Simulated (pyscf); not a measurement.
PySCF, gas phase, ωB97X-D3(BJ)/def2-SVP geometries.

Problem. Estimate the classical barrier height and the reaction energy of H₃C–CH₃ (SMILES CC) + [H₃C–In–CH₃]• (SMILES [CH3][In][CH3]) → H₃C–In(CH₃)–CH₃ (SMILES [CH3][In]([CH3])[CH3]) + CH₃• (SMILES [CH3]) at ωB97M-D3(BJ)/def2-TZVP. The step runs on the doublet surface, breaks C–C and forms C–In; take the separated reactants as zero.

Solution. ΔE‡ = 2.44 eV, ΔE = +1.38 eV. Zero-point energy shifts the barrier by -0.13 eV. It is a substitution at C, with an imaginary mode of 1064i cm⁻¹. One saddle was located; it need not be the lowest between these sides. The angle at the attacked C is 175°. Elements past Kr carry the def2 core potentials, without spin-orbit coupling.
